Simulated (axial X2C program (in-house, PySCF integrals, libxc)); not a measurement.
Nuclear properties of MgSi⁺

Calculated with an in-house all-electron X2C program for linear molecules (integrals from PySCF): two-component X2C with atomic mean-field Coulomb and Gaunt terms, Gaussian nuclei, basis Si dyall-v3z, Mg dyall-cv3z with contracted cores.

R = 2.706 Å (near the PBE0 minimum at charge 1 of the determinant lowest at the starting distance; the state shown can have its own minimum elsewhere).

Input and command:
```json
{"zs": [14, 12], "q": 1, "bas": ["dyall-v3z", "dyall-cv3z"], "r0": 2.55, "levels": ["PBE0", "HF", "LDA", "TPSSh", "BHandHLYP"], "nst": 3}
```
```bash
python soeom.py task.json out
```

Keys: zs atomic numbers; q charge; bas basis sets; r0 starting distance in Å; levels methods; nst determinants followed.

Determinant lowest in the PBE0 search, Ω = 1/2 (⟨Sz⟩ = -0.50, ⟨Lz⟩ = 1.00 at PBE0), spin on the atoms Si -0.55, Mg 0.05:

```csv
level,Eeff magnitude (GV/cm),Ws magnitude Si (kHz),Ws magnitude Mg (kHz),A∥/gI Si (MHz),qzz Si (a.u.),A∥/gI Mg (MHz),qzz Mg (a.u.)
PBE0,0.0229,0.0105,0.00742,620,-0.61,296,-0.10
HF,0.153,0.0823,0.0363,605,-0.65,1060,-0.20
LDA,0.0146,0.00647,0.00499,600,-0.65,204,-0.08
TPSSh,0.0131,0.00516,0.005,556,-0.68,198,-0.10
BHandHLYP,0.0308,0.0151,0.00893,600,-0.53,341,-0.11
```

Determinant 0.02 eV from it at PBE0 and this distance, Ω = 3/2 (⟨Sz⟩ = 0.50, ⟨Lz⟩ = 1.00 at PBE0), spin on the atoms Si 0.55, Mg -0.05:

| level | Eeff magnitude (GV/cm) | Ws magnitude Si (kHz) | Ws magnitude Mg (kHz) | A∥/gI Si (MHz) | qzz Si (a.u.) | A∥/gI Mg (MHz) | qzz Mg (a.u.) |
| --- | --- | --- | --- | --- | --- | --- | --- |
| PBE0 | 0.0217 | 0.003 | 0.00263 | 100 | -0.62 | -90.9 | -0.10 |
| HF | 0.16 | 0.0292 | 0.0121 | 112 | -0.66 | -350 | -0.20 |
| LDA | 0.0136 | 0.00169 | 0.00182 | 121 | -0.66 | -58.5 | -0.08 |
| TPSSh | 0.0117 | 0.0012 | 0.0018 | 118 | -0.69 | -57.2 | -0.10 |
| BHandHLYP | 0.0299 | 0.00456 | 0.00318 | 120 | -0.54 | -107 | -0.11 |

Eeff is the effective electric field on the electron electric dipole moment in this Ω state and Ws the scalar–pseudoscalar constant of the nucleus named (defined with the proton number Z and per Ω); A∥ (defined per Ω) follows by multiplying with gI = μI/(I μN); qzz is the electric field gradient, eQq0 = 234.96 MHz × Q/barn × qzz. The operators were transformed with the bare-nucleus X2C matrices; with these basis sets, hyperfine constants and field gradients can be off by tens of per cent, and where levels differ in sign neither size nor sign is settled.

(1) With gI(29Si) = -1.1106 (g factors from the IAEA table of nuclear moments by Stone), turn the PBE0 values of the first state into constants in MHz.

Each state is one determinant with collinear spin. Unrestricted Hartree–Fock can overshoot spin polarisation at the nuclei. Where Eeff spreads by more than a factor of two the levels disagree and none is to be relied on. The search compared states at one distance, so a state with another bond length can lie lower. Further determinants of the search, some of them spin-mixed, are not shown. Where a field gradient or hyperfine factor spreads by more than a factor of two over the levels, a constant derived from it is not to be relied on. PBE0 term energies can be off by some tenths of an eV.

Answers

(1) A∥(29Si) = 620 × -1.1106 = -689 MHz.
